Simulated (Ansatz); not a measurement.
**UCAM-B3LYP/STO-3G run of SiHF2 (SMILES F[SiH]F)**

What is the vertical ionisation energy of SiHF2 at UCAM-B3LYP/STO-3G? 

Program for the calculation: Ansatz 0.2.0.

66 further runs of the same task are left out: 9 that didn't finish, 57 set aside as unsound or not needed.

## (1) The structure to begin with

SiHF2: 4 atoms, total charge 0, spin state doublet. SMILES: `F[SiH]F`. The coordinates come from a GFN2-xTB relaxation.

Bond lengths: F1–Si2 1.606 Å, Si2–F3 1.606 Å, Si2–H4 1.439 Å. Angles: F1–Si2–F3 100.4°, F1–Si2–H4 108.7°, F3–Si2–H4 108.6°.

## (2) A single-point energy at UCAM-B3LYP/STO-3G

Contents of input.yaml:

```yaml
basis:
  gaussian: {orbitals: STO-3G}
crystal:
  periodic: [false, false, false]
  atoms:
    - {symbol: F, position_ang: [1.226950, 0.652980, -0.410280]}
    - {symbol: Si, position_ang: [-0.028060, -0.342890, -0.301090]}
    - {symbol: F, position_ang: [-1.234200, 0.716240, -0.252780]}
    - {symbol: H, position_ang: [0.035310, -1.026330, 0.964150]}
magnetization: {spin_polarized: true, initial_magnetization: 1}
hamiltonian: {xc: {name: CAM-B3LYP}}
accuracy: high
```

Run with:

```console
$ ansatz run input.yaml --threads 1 --pin off --max-ram 2610MiB --events-out events.jsonl --progress --plain --runs-dir runs
```

Log:

```text
Warning: RAYON_NUM_THREADS=1 ignored (pool sized by the plan → 1); use --threads N
Functional definition: CAM-B3LYP
  name "CAM-B3LYP"
  parameter alpha = 0.19
  parameter beta = 0.46
  parameter omega = 0.33/bohr
  parameter ac = 0.81
  exchange = (1 - alpha - beta)*b88_x + beta*b88_x_sr(omega) + alpha*exact_x + beta*exact_x_lr(omega)
  correlation = (1 - ac)*vwn5_c + ac*lyp_c
361 factors; integrals over basis functions are off by at most 3.0e-8 eV
148 factors; integrals over basis functions are off by at most 8.6e-10 eV
mean field evaluation 1: about -13151.6613 eV, gradient 1.5e1 eV
mean field evaluation 2: about -13152.5467 eV, gradient 1.3e1 eV
mean field evaluation 4: about -13153.7418 eV, gradient 1.7e-1 eV
mean field evaluation 8: about -13153.7389 eV, gradient 3.2e-3 eV
mean field evaluation 16: about -13153.7389 eV, gradient 5.4e-7 eV
mean field -13153.73888470 eV, -483.3909880883 hartree, gradient 2.0e-8 eV, S^2 0.752362; 0 other end points of the search recorded, 0 dependent functions left out
reference -13153.73889486 eV, -483.3909884618 hartree; 17, 16 occupied and 3, 4 virtual orbitals, 361 factors
Total energy: -13153.73889486 eV, -483.3909884618 hartree
```

Run time: 1.2 s. Hardware: 1 thread of Intel Xeon 6975P-C (Granite Rapids), shared host; peak memory 0.14 GiB.

## (3) The singlet cation

Contents of run.yaml:

```yaml
crystal:
  periodic: [false, false, false]
  atoms:
    - {symbol: F, position_ang: [1.226950, 0.652980, -0.410280]}
    - {symbol: Si, position_ang: [-0.028060, -0.342890, -0.301090]}
    - {symbol: F, position_ang: [-1.234200, 0.716240, -0.252780]}
    - {symbol: H, position_ang: [0.035310, -1.026330, 0.964150]}
basis:
  gaussian:
    orbitals: STO-3G
total_charge: 1
magnetization:
  spin_polarized: false
hamiltonian:
  xc: {name: CAM-B3LYP}
accuracy: high
```

Run with:

```console
$ ansatz run run.yaml --threads 1 --pin off --max-ram 2610MiB --events-out events.jsonl --progress --plain --runs-dir runs
```

Log, shortened:

```text
Warning: RAYON_NUM_THREADS=1 ignored (pool sized by the plan → 1); use --threads N
[... 8 set-up lines as earlier in the session ...]
361 factors; integrals over basis functions are off by at most 3.0e-8 eV
148 factors; integrals over basis functions are off by at most 8.6e-10 eV
mean field evaluation 1: about -13139.1198 eV, gradient 4.0e1 eV
mean field evaluation 2: about -13128.7114 eV, gradient 7.6e1 eV
mean field evaluation 4: about -13147.5604 eV, gradient 7.3e-1 eV
mean field evaluation 8: about -13147.5499 eV, gradient 5.3e-2 eV
mean field evaluation 16: about -13147.5499 eV, gradient 1.5e-6 eV
mean field -13147.54990618 eV, -483.1635473228 hartree, gradient 3.4e-8 eV, S^2 0.000000; 0 other end points of the search recorded, 0 dependent functions left out
reference -13147.54991639 eV, -483.1635476980 hartree; 16, 16 occupied and 4, 4 virtual orbitals, 361 factors
Total energy: -13147.54991639 eV, -483.1635476980 hartree
```

Run time: 0.67 s. Hardware: 1 thread of Intel Xeon 6975P-C (Granite Rapids), shared host.

## (4) What came out

At UCAM-B3LYP/STO-3G:

```
                                          quantity          value
                       doublet SiHF2: total energy  -483.39099 Eh
                               doublet SiHF2: ⟨S²⟩          0.752
                      singlet cation: total energy  -483.16355 Eh
vertical ionisation energy (to the singlet cation)       6.189 eV
```

What this shows: Removing an electron at fixed nuclei costs 6.19 eV (597 kJ/mol). Only the singlet of the ionised species was computed; a triplet could lie lower. In a minimal basis such a difference can be off by several eV, whatever the method.
